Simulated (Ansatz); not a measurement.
Basis-set limit of PtN2, quintet

```tsv
atom	x (Å)	y (Å)	z (Å)
Pt	0.0000	0.0180	1.7500
N	0.0000	-0.1211	-0.3381
N	0.0000	0.1031	-1.4119
```

Connectivity, by distances: Pt–N–N.

Ansatz 0.2.0, UHF determinant, valence electrons correlated, core potentials past Kr. Energies in eV.

| set | X | functions | Hartree–Fock | MP2 correlation | CCSD(T) correlation | time |
| --- | --- | --- | --- | --- | --- | --- |
| def2-TZVPP | 3 | 118 | -6184.0197 | -17.3926 | -17.9899 | 2.3 min on 1 × NVIDIA H100 80GB HBM3 with 1 thread of AMD EPYC 7R13 Processor (Zen 3), with other jobs on the host |
| def2-QZVPP | 4 | 202 | -6184.2751 | -18.6291 | -19.1685 | 2.5 min on 1 × NVIDIA H100 80GB HBM3 with 1 thread of AMD EPYC 7R13 Processor (Zen 3), with other jobs on the host |

Hartree–Fock is taken to follow E(X) = E∞ + A·exp(−7.88·√X), correlation E(X) = E∞ + B·X^−2.97.

Cautions: no spin-orbit coupling; outer-core shells of the metal frozen; another spin lies lower.

**Question.** Work out the CCSD(T) energy at the limit, and how far the shortcut misses it that extrapolates MP2 and adds CCSD(T) minus MP2 from the smaller set.

**Answer.** Hartree–Fock: E∞ = E4 + 0.1377·(E4 − E3) = -6184.3103. Correlation: E∞ = E4 + 0.7407·(E4 − E3) = -20.0415 for CCSD(T) and -19.5451 for MP2. The limit is -6204.3518 eV, 0.908 eV below def2-QZVPP. The shortcut gives a correlation energy of -19.5451 + (-0.5973) = -20.1424, 101 meV lower than the direct value.

The exponents were fitted on light atoms, and def2 sets of heavy atoms don't grow evenly, so the limit is rough here.
